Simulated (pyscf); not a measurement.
`[SH2]` + `[GeH2]` [singlet] → `[SH][GeH]` [singlet] + `[H][H]`, a four-centre exchange (singlet surface; H–S, Ge–H broken, Ge–S, H–H formed). Structures and frequencies: ωB97X-D3(BJ)/def2-SVP in PySCF. Energies in eV from the separated reactants.

AM1 to PM7: differences of heats of formation from MOPAC, which are fitted to 298 K values and so differ in kind from electronic energies by zero-point and thermal terms. 

**Question.** In single points PM7 puts the saddle at -0.69 eV and the reaction energy at -2.74 eV. Should these be trusted to within a few kcal/mol? Compare with ωB97M-D3(BJ)/def2-TZVP.

**Answer.** ωB97M-D3(BJ)/def2-TZVP gives ΔE‡ = 0.00 eV and ΔE = -1.01 eV. PM7 lies 0.69 eV under it in the barrier and 1.73 eV under it in the reaction energy, so on this step it does not hold to within 0.13 eV. At PM7 this geometry lies under one side, so its ΔE‡ may be no barrier of that level. ωB97M-D3(BJ)/def2-TZVP has limits of its own. On the reactant side the descent ends in an adduct with a Ge–S contact, 0.80 eV under the separated species and 0.67 eV under the saddle at ωB97X-D3(BJ)/def2-TZVP. What is counted as formed (Ge–S) is already present as a longer contact in the reactant adduct; forming that adduct is a step of its own. At ωB97X-D3(BJ)/def2-TZVP the barrier from the zero used here is -0.14 eV. This is the saddle that the search found; another between the same sides may lie lower. In the def2 sets elements up to Kr have no core potential.
